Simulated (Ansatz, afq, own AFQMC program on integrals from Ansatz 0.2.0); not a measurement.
B2H2, triplet, reference energies and how methods fare

```
atom   x (Å)    y (Å)    z (Å)
   B  0.0000   0.0000   0.6756
   B  0.0000   0.0000  -0.9095
   H  0.0000   1.0479   1.2540
   H  0.0000  -1.0479   1.2540
```

Geometry: a PBE0/def2-TZVP stationary point, not shown to be a minimum. Basis cc-pVTZ. Only valence electrons are correlated. AFQMC by an in-house program on the Cholesky factors that Ansatz 0.2.0 writes for its CCSD(T) run. The CISD trial takes its coefficients from CCSD amplitudes. Released means that phaseless walkers are propagated on without the constraint, phases kept. Uncertainties: one standard error, sampling alone.

Best estimates are CCSD(T) at the basis-set limit (def2-TZVPP/QZVPP) plus the step from CCSD(T) to the highest rung at hand in cc-pVTZ, named in the table (released AFQMC can keep some 10 meV of bias). No zero-point, core-correlation or spin–orbit terms. Other levels are in cc-pVTZ; a dash marks a level that is missing or breaks spin symmetry for a member.

Cautions: B₂H₂ (triplet): lower spins were not checked, the ph-AFQMC/HF walk drifts between its halves (2.4 errors); B₂H₂⁺ (quartet): another spin lies lower, the search met a lower determinant of the same kind, perhaps of another symmetry (257 meV lower), and this one is a saddle point, released walk and highest rung disagree (by 14 meV at 2.40 1/Eh), its ph-AFQMC/CISD value lies 45 ± 4 meV above CCSDT(Q); row 1: this isn't the first ionization.

| process | B2PLYP (kJ/mol) |
| --- | --- |
| to charge +1, quartet (vertical) | 1229 |
| to charge +1, doublet (vertical) | 886 |
| to free atoms | 1068 |

**Question.** From these values, estimate the best estimates.

**Answer.** 
```json
{"process": "to charge +1, quartet (vertical)", "best estimate (kJ/mol)": "1243", "highest rung": "CCSDT(Q)"}
{"process": "to charge +1, doublet (vertical)", "best estimate (kJ/mol)": "895", "highest rung": "CCSDT(Q)"}
{"process": "to free atoms", "best estimate (kJ/mol)": "1052", "highest rung": "CCSDT(Q)"}
```

Errors against the best estimates in kJ/mol, in the same order:

```json
{"level": "MP2", "error, 1": "-14", "error, 2": "-13", "error, 3": "-4"}
{"level": "CCSD(T)", "error, 1": "-6", "error, 2": "-5", "error, 3": "-24"}
{"level": "ph-AFQMC/CISD", "error, 1": "-2 ± 0.6", "error, 2": "-4 ± 0.6", "error, 3": "-22 ± 0.4"}
{"level": "CCSD(T)/CBS", "error, 1": "0", "error, 2": "-1", "error, 3": "-2"}
{"level": "PBE", "error, 1": "-28", "error, 2": "18", "error, 3": "58"}
{"level": "r2SCAN", "error, 1": "-23", "error, 2": "23", "error, 3": "74"}
{"level": "PBE0", "error, 1": "-20", "error, 2": "13", "error, 3": "46"}
{"level": "B3LYP", "error, 1": "-12", "error, 2": "5", "error, 3": "32"}
{"level": "wB97M-V", "error, 1": "-13", "error, 2": "-7", "error, 3": "20"}
{"level": "B2PLYP", "error, 1": "-14", "error, 2": "-9", "error, 3": "16"}
```

Cost at the first geometry (cards were shared with other jobs): PBE0/cc-pVTZ, 0.96 s on 1 thread of AMD EPYC 7R13 Processor (Zen 3), with other jobs on the host; UCCSD(T)/cc-pVTZ, 3.6 s on 1 × NVIDIA H100 80GB HBM3 with 1 thread of AMD EPYC 7R13 Processor (Zen 3), with other jobs on the host; CCSD(T)/def2-QZVPP, 3.8 s on 1 × NVIDIA H100 80GB HBM3 with 1 thread of AMD EPYC 7R13 Processor (Zen 3), on a shared host; CCSDT(Q), 12 s on 1 × NVIDIA H100 80GB HBM3 with 1 thread of AMD EPYC 7R13 Processor (Zen 3), with other jobs on the host; ph-AFQMC/CISD with release, 49 s on 1 × NVIDIA H100 80GB HBM3 with 2 threads of AMD EPYC 7R13 Processor (Zen 3) (shared host).

Best estimates are given only where the step beyond CCSD(T) is under 0.3 eV and no member's determinant is very poor (T1 over 0.05, or 0.07 for open shells, ⟨S²⟩ too high by 0.3, two states mixed), so the hardest cases are missing from such tables.

The functionals ran in a triple-zeta set and keep a basis error of their own, a few kJ/mol for each bond in atomization energies and more for double hybrids, so close places among them and the extrapolated levels can swap.

CCSDT and higher add their correlation energy to the determinant of the CCSD(T) run, since their own runs factorise the integrals more tightly (a shift of under 2 meV). Where the cautions show a poor determinant, the low rows tell how each method copes with it, not its usual error. Each member of a difference takes its own highest rung, so a best estimate needn't equal the limit plus the step of one row. A walk keeps the symmetry of its determinant, which the program's search chose and which needn't be the lowest solution, so a lower state of the same spin and another symmetry isn't excluded.
